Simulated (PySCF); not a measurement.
Zinc-blende CdS (metastable phase) was calculated with MP2 (PySCF, GTH pseudopotentials, Gaussian basis).

The same calculation (at the measured cell, 24.617 Å³/atom) with different numerical settings; throughout: k mesh 2×2×2:

```tsv
run	basis	correlation energy (eV/atom)	total energy (eV/atom)
1	DZ	-6.4825	-781.8861
2	TZ	-10.1190	-785.7410
3	QZ	-11.3237	-786.9791
```

In the column total energy (eV/atom) the first row differs from the last by +5.0930 and the next to last by +1.2381.

The last row is no converged limit: other settings stay fixed.
